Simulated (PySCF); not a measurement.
## Relaxation of triplet SiHF

Method: UPBE0 in PySCF with Si def2-TZVP, H def2-TZVP, F def2-TZVP; no relativity; density-fitted integrals. A (50,194) grid was used.

A hand-made linear start, of C∞v symmetry, held to at least that symmetry:

```xyz
3
charge 0 multiplicity 3, angstrom
Si    0.0000    0.0000   -0.6816
H     0.0000    0.0000   -2.1616
F     0.0000    0.0000    1.1184
```

(1) What does it relax to?

(2) How much energy is released, and in how many steps?

## Answers

(1) It ends at C∞v with Si–F 1.629 Å, Si–H 1.634 Å; F–Si–H 180.0°. A frequency run shows 1 imaginary mode, down to 1135i cm⁻¹, so it is a saddle point.

(2) 33.6 kJ/mol in 6 steps.

At this level a singlet minimum of Cs symmetry lies 265 kJ/mol below this structure.
